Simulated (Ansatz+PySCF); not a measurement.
The numbers below are computed, except where a source is named.
Input for PySCF 2.14.0:

```python
from pyscf import gto, scf, mp

# the (T+d) and (D+d) sets load through basis_set_exchange
mol = gto.M(atom="""
C -0.003860 1.110220 0.000000
S -0.003860 -0.708580 0.000000
H 1.043270 1.431060 0.000000
H -0.479220 1.512440 0.895200
H -0.479220 1.512440 -0.895200
""", basis={'C': 'cc-pvtz', 'H': 'cc-pvtz', 'S': 'cc-pv(t+d)z'}, charge=0, spin=1)
mf = scf.UHF(mol)
mf.kernel()
pt = mp.MP2(mf, frozen=6).run()
print(mf.e_tot, pt.e_corr, pt.e_tot)
```

The script is written out from the run's settings.

The run gave:

```yaml
Converged: yes
Reference_energy: -437.15334 hartree
Correlation_energy: -0.32531 hartree
Total_energy: -437.47864 hartree
Spin_squared_of_the_determinant: 0.764
```
